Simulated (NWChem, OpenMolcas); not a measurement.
How basis sets differ on NO2 (nitrogen dioxide)

The species is NO2 (3 atoms), meant as a doublet with charge 0. SMILES: `[O]N=O`. The shape is that of a PBE0-D4/def2-TZVP optimisation.

```xyz
3

O     0.2098   -1.0822    0.0006
N    -0.2655   -0.0091   -0.1459
O     0.0557    1.0913    0.1453
```

Each level gives the dipole moment (D). The values are calculated.

**The experiment to reproduce.** NIST CCCBDB gives the dipole moment of the gas as 0.32 D.

```csv
level,kind,program,value (D),computed − measured,CPU time
ROHF/ANO-L-MB,Hartree–Fock,OpenMolcas,0.29,-0.03,2.4 s
ROHF/STO-3G,Hartree–Fock,OpenMolcas,0.27,-0.05,2.3 s
UHF/STO-3G,Hartree–Fock,NWChem,0.07,-0.25,2.1 s
UHF/def2-SVP,Hartree–Fock,NWChem,0.74,+0.42,6.4 s
ROHF/cc-pVTZ,Hartree–Fock,OpenMolcas,0.75,+0.43,11 s
UHF/cc-pVTZ,Hartree–Fock,OpenMolcas,0.68,+0.36,8.6 s
```

Nearest: ROHF/ANO-L-MB (-0.03 D); farthest: ROHF/cc-pVTZ (+0.43 D). The measured dipole is a vibrational average, so differences of a few hundredths of a debye mean little. Spin contamination of the reference (⟨S²⟩ at least 0.1 too high) touches UHF/STO-3G (up to 0.43 too high). Magnitudes only. Sets without polarisation functions give poor dipoles. Without the sets that lack polarisation functions the rows with a basis span only 0.68 to 0.75 D. Times are those of the runs behind each value, whatever else they computed, on shared processors of several kinds: orders of magnitude only.
